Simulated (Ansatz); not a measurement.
A made-up structure of CH$_{3}$Mg (charge +1), closed shell:

C1  (-0.254, -0.859, 0.401)
Mg2  (0.332, 1.124, -0.527)
H3  (-1.261, -1.298, 0.403)
H4  (0.800, -0.172, -1.556)
H5  (0.762, 2.580, -1.205)
(Å)

It is relaxed with PBE-D4/def2-SVP and then PBE0-D4/def2-TZVP (Ansatz 0.2.0). Atoms count as bonded within 1.22 times the sum of their covalent radii (H–H: 0.88 Å). The end point is not checked to be a true minimum.

Problem. Does its bonding change? (Judge from chemistry; the calculation decides.)

Solution. Computed: Yes. Formed: C1–H4; broken: Mg2–H4.

Where it ends: The first stage lowers the energy by 4.95 eV in 17 steps. It ends as CH₃Mg ([CH2][MgH]), total charge +1:
C1  (-0.156, -0.671, -0.376)
Mg2  (0.384, 1.514, -0.649)
H3  (-0.931, -1.064, 0.297)
H4  (0.310, -1.519, -0.896)
H5  (0.772, 3.116, -0.860)
(Å)

Labels in which every atom is bracketed show which atoms are joined, not bond orders.

For scale, one of the runs: PBE0-D4/def2-TZVP relaxation, 81 basis functions, launched by `ansatz run in.yaml --threads 2 --pin off --events-out ev --progress --plain --max-ram 4352MiB`. The run took about 6 s on 2 CPU threads of an Arm Neoverse V2 (shared host).
